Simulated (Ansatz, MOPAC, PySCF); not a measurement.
Gas-phase reaction in SMILES: [GeH3][N](C)C [N-germyl-N-methylmethanamine] -> [GeH3] (GeH3) + C[N]C (the Ge-N bond breaks)

Quantity: bond dissociation energy (enthalpy at 298 K), in kcal/mol. Set-up: no spin-orbit coupling; open shells spin-unrestricted; LANL2DZ with its own core potentials from Na on; valence correlation only (noble-gas shells and the d and f shells of earlier blocks); dispersion terms only where a functional's name holds one; non-relativistic; 6-31G* and kin with 6d, 5d where marked; PM7 with its own dispersion and hydrogen-bond terms. Ab initio and DFT rows: single points at B3LYP-D3(BJ) geometries (Ansatz, a first-principles code), with unscaled harmonic terms from B3LYP/6-31G* (LANL2DZ past Ar) (Ansatz) at its own minima. Semi-empirical rows: MOPAC heats of formation at their own minima for 298 K.

| level | program | bond dissociation energy (enthalpy at 298 K) (kcal/mol) |
|---|---|---|
| AM1 | MOPAC | 45.1 |
| PM7 | MOPAC | 46.1 |
| HF/STO-3G | Ansatz | 67.2 |
| HF/LANL2DZ | Ansatz | 44.4 |
| PBE/3-21G | Ansatz | 84.6 |
| PBE/LANL2DZ | Ansatz | 67.3 |
| BLYP/6-31G* | Ansatz | 60.1 |
| BP86/def2-SVP | PySCF | 67.0 |
| B3LYP/6-31G | Ansatz | 68.1 |
| B3LYP/6-31G** | Ansatz | 62.0 |
| B3LYP/def2-SVP | Ansatz | 65.7 |
| B3LYP/6-31G* with LANL2DZ past Ar | Ansatz | 61.4 |
| PBE0/6-31G* with LANL2DZ past Ar | Ansatz | 63.1 |
| MP2/6-31G* with LANL2DZ past Ar | Ansatz | 71.1 |
| PBE0/def2-TZVPD | Ansatz | 66.4 |
| wB97M-V/def2-TZVPD | Ansatz | 71.3 |

No value to compare with is used here. The 14 habitual levels span 44.4 (HF/LANL2DZ) to 84.6 kcal/mol (PBE/3-21G); PBE0/def2-TZVPD gives 66.4.

The levels are drawn from those run, B3LYP/6-31G* more often than the rest, none by its result; left out are runs that failed, that the program found above a lower state of the same kind, or whose <S^2> lies over 0.5 above the pure value.
